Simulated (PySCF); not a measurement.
Below is a simulated gas-phase Si 2p photoelectron spectrum of `N=[SiH2]` (silanimine).

Every computed line was given a Gaussian of 0.6 eV full width at half maximum and an area set by the number of equivalent atoms (split 2:1 within a doublet); the highest printed point is 100. Computed with PySCF 2.14.0, delta-SCF UKS SCAN, pcX-2 on the ionised atom, pcseg-1 elsewhere, spin-free X2C.

(binding energy (eV), intensity): (106.9, 0), (107.0, 1), (107.1, 3), (107.2, 9), (107.3, 19), (107.4, 36), (107.5, 58), (107.6, 81), (107.7, 97), (107.8, 100), (107.9, 92), (108.0, 78), (108.1, 65), (108.2, 59), (108.3, 56), (108.4, 53), (108.5, 46), (108.6, 36), (108.7, 24), (108.8, 14), (108.9, 7), (109.0, 3), (109.1, 1), (109.2, 0)

Q: How many maxima does the curve show, and how many computed lines lie under it?

A: The curve has 1 maximum (at 107.8 eV). Under it lie 2 lines from 1 inequivalent silicon site, drawn as a 2p3/2, 2p1/2 pair. At this width some lines have no maximum of their own.

Q: Decompose the envelope and assign each component. Numbering: `[NH:1]=[SiH2:2]`.

A: 
```csv
position (eV),relative area,line,atoms,environment
107.76,0.67,Si 2p3/2,Si2,silicon bonded to N and 2 H
108.39,0.33,Si 2p1/2,Si2,silicon bonded to N and 2 H
```

The curve has no shake-up lines and no vibrational structure. Spin contamination (⟨S²⟩ against 0.75 for a pure doublet) is marked for Si 2p3/2 of Si2 (0.89), which makes this value less certain. For 2p shells one spin-free hole was relaxed; a mean-field spin–orbit operator and the ground-state splitting of the three 2p orbitals were then diagonalised within the shell. The shell's mean is (2 × 2p3/2 + 2p1/2)/3, and the degeneracies 2j + 1 give areas of 2:1. 2p1/2 minus 2p3/2 (ligand field included): Si 0.63 eV. Geometry: PBE0-D3(BJ)/def2-SVP; no solvent, vibrations or thermal averaging.

Hardware: one thread, x86-64 server, on a shared host. Cost: 6.1 s of wall time.
